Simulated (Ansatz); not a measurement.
# CP+ (triplet): from Hartree-Fock to the top rungs, def2-QZVPP

An exercise on one series of results from a longer session: the logs are not shown, and one member is left open.

Program: Ansatz 0.2.0, Gaussian basis. Level of theory: def2-QZVPP, core rule «outside noble gas», up to 6 orbitals frozen. These are calculated values, not measurements.

The runs, in order: UHF; ROHF; CCSD(T) on UHF.

2 further runs of the same task are left out: 2 set aside as unsound or not needed.

## The system

The geometry is a PBE0/def2-TZVP stationary point (not a proven minimum) of the parent state, kept for this charge and spin.

2 atoms, charge 1, spin multiplicity 3.

Atoms are counted from 1 here; the program's logs count them from 0.

Bond lengths: C1–P2 1.550 Å.

The first run:

in.yaml

```yaml
crystal:
  periodic: [false, false, false]
  atoms:
    - {symbol: C, position_ang: [0.000000, 0.000000, 0.000000]}
    - {symbol: P, position_ang: [0.000000, 0.000000, 1.549700]}
basis:
  gaussian: {orbitals: "def2-QZVPP.json"}
total_charge: 1
magnetization: {spin_polarized: true, initial_magnetization: 2}
hamiltonian: {xc: hf}
output: {orbitals: {seedname: orbitals}}
```

Started as:

```
> ansatz run in.yaml --threads 1 --pin off --events-out ev --progress --plain --max-ram 2393MiB
```

Steps of the session up to this table: UHF; ROHF; CCSD(T) on UHF.

One table of the session follows, with a row left open; its other results are not shown here.

It belongs to the step «Misses and costs». 

```
  method  from UCCSD(T) (meV)
    ROHF              +7089.4
     UHF                    ?
    UMP2              +1505.8
   UCCSD               +385.5
UCCSD(T)                    0
```

**Question.** Estimate the row for UHF.

The run gave: from UCCSD(T) (meV): +6633.1. In the column «from UCCSD(T) (meV)» it lies between UMP2 (+1505.8) and ROHF (+7089.4).
